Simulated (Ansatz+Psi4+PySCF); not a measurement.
The numbers below are computed, except where a source is named.
## Ansatz (development build ahead of 0.2.0) run

```yaml
crystal:
  periodic: [false, false, false]
  atoms:
    - { symbol: B, position_ang: [0.0, 0.0, 0.00193] }
    - { symbol: H, position_ang: [0.0, 0.0, 1.47407] }
basis:
  gaussian: { orbitals: cc-pVTZ }
hamiltonian:
  xc: hf
correlation:
  method: mp2
  frozen_orbitals: { B: 1, H: 0 }
scf:
  omitted_lower_state_checks: [stability, starts, atomic_configurations, cluster_reference, orbital_swaps, given_window_search, neighbouring_geometries, increment]
```

The input is written out in the form of the current development build from the run's settings.

Results

```yaml
Converged: yes
Reference_energy: -25.11363 hartree
Correlation_energy: -0.07475 hartree
Total_energy: -25.18838 hartree
Spin_squared_of_the_determinant: 0.000
```

Caution: bonds are stretched, where a single reference can fail; stretched shape with no unrestricted run beside it, a lower state can exist; unrestricted orbitals would lower the determinant.
